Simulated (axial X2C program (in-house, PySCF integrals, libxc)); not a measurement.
**NO⁻: cheaper levels and CCSD(T), with spin–orbit coupling**

Computed with an in-house all-electron X2C program for linear molecules (integrals from PySCF). Two-component (2c) means X2C with spin–orbit coupling and atomic mean-field two-electron Coulomb and Gaunt terms. Basis: O dyall-av3z [7s6p3d2f], N dyall-av3z [7s7p3d2f] (cores contracted in-house); Gaussian nuclei, density fitting, unrestricted open shells. Masses: O 15.995 u, N 14.003 u.

State: Ω = 1 (⟨Sz⟩ = 1.00, ⟨Lz⟩ = 0.00 at HF); fragments O- + N.

| level | Re (Å) | ωe (cm⁻¹) | De (eV) |
| --- | --- | --- | --- |
| PBE0 | 1.246 | 1449.3 | 5.43 |
| HF | 1.240 | 1561.4 | 2.52 |
| MP2 | 1.264 | 1421.5 | 5.11 |
| CCSD | 1.262 | 1430.4 | 4.72 |
| B3LYP | 1.255 | 1385.9 | 5.35 |

Correlated methods: 12 electrons correlated (number of frozen shells: O 1 s; N 1 s), 196 virtual spin orbitals or spinors in MP2, 90 natural virtuals in coupled cluster.

CCSD(T), same Hamiltonian and basis:

Re = 1.270 Å, ωe = 1385.8 cm⁻¹, De = 4.89 eV; T1 = 0.025 (Lee–Taylor normalisation).

Give the differences from CCSD(T) in the columns below.



```csv
level,ΔRe (Å),Δωe (cm⁻¹),ΔDe (eV)
PBE0,-0.024,64,0.54
HF,-0.030,176,-2.37
MP2,-0.006,36,0.22
CCSD,-0.008,45,-0.17
B3LYP,-0.015,0,0.46
```

Occupations by symmetry block were frozen at the best pattern of an incomplete PBE0 search. De is counted from the lowest determinant-based energies of the atoms at the same level, without counterpoise correction. Density functionals use the spin component along the axis (collinear). CCSD and (T) use frozen natural virtuals with an MP2 correction for the truncation; (T) itself is uncorrected, so its De runs slightly low. The 2c atoms are single determinants rather than J levels; their spin–orbit lowering is only partly caught, and De is too large by that part. This holds for PBE0, B3LYP. PBE0 can misorder states that lie within some tenths of an eV, so this need not be the ground state of the molecule. The nearest other 2c determinant of the search, Ω = 0, lies 0.95 eV up at the distance of the search. Without a current term, density functionals place determinants with orbital angular momentum somewhat too high. With several unpaired electrons one determinant need not be a pure state. Open-shell Ω = 0 determinants with evenly filled partner blocks cannot be reached by this program, so the Ω shown need not be the lowest component. This is the Ω = 1 component of a π² triplet; the 0⁺ component is not one determinant and can lie lowest. The highest occupied level of some functionals is positive through self-interaction error; at Hartree–Fock it is bound. Hartree–Fock gets electron affinities wrong, so its lowest charge split need not be the true one.
